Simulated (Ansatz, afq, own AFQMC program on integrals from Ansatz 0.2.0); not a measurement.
# Atomization energy of P₂H₄, singlet

| atom | x (Å) | y (Å) | z (Å) |
| --- | --- | --- | --- |
| P | 0.3677 | -1.0579 | -0.0828 |
| P | -0.3679 | 1.0582 | 0.0790 |
| H | -0.4999 | -1.5307 | 0.9515 |
| H | -0.5751 | -1.4009 | -1.1025 |
| H | 0.5053 | 1.5335 | -0.9496 |
| H | 0.5698 | 1.3978 | 1.1044 |

Connectivity, by distances: PH2–PH2.

Atoms in their ground-state spins without spin–orbit coupling (mostly on UHF) minus the molecule (RHF), without zero-point energy. The geometry is a stationary point, not shown to be a minimum.

Basis def2-TZVP. Only valence electrons are correlated. Ansatz 0.2.0 and our own AFQMC program on the same integrals; the CISD trial comes from CCSD amplitudes, and released means the phaseless constraint is let go. Uncertainties: one standard error, sampling alone. The errors of all members are added in quadrature.

No full CI on the walks' own integrals is used here; CCSDT(Q) serves as the reference and is uncertain by about the last step of the cluster series. Each member takes its own surest rung, up to full CI.

The best estimate is CCSD(T) at the basis-set limit (CBS: def2-TZVPP and def2-QZVPP, with their diffuse functions for anions and beside diffuse sets, CCSD(T) itself extrapolated) plus the step from CCSD(T) to CCSDT(Q) in def2-TZVP. Rows without CBS are in def2-TZVP; B2PLYP and the wave-function rows carry a basis error of their own. Core correlation and relativity beyond core potentials are missing, and ± holds the sampling alone.

Cautions: other spins of the molecule weren't checked.

(1) Estimate: order these levels by their error in the atomization energy against the best estimate, smallest first.
A. CCSD
B. r2SCAN
C. B2PLYP
D. HF/CBS

Answers

(1) B (0.083 eV), C (0.330 eV), A (1.178 eV), D (5.216 eV).

Best estimates are given only where the step beyond CCSD(T) is under 0.3 eV and no member's determinant is very poor (T1 over 0.05, or 0.07 for open shells, ⟨S²⟩ too high by 0.3, two states mixed), so the hardest cases are missing from such tables.

The functionals ran in a triple-zeta set and keep a basis error of their own, a few kJ/mol for each bond in atomization energies and more for double hybrids, so close places among them and the extrapolated levels can swap.

Each member of a difference takes its own highest rung, so a best estimate needn't equal the limit plus the step of one row.
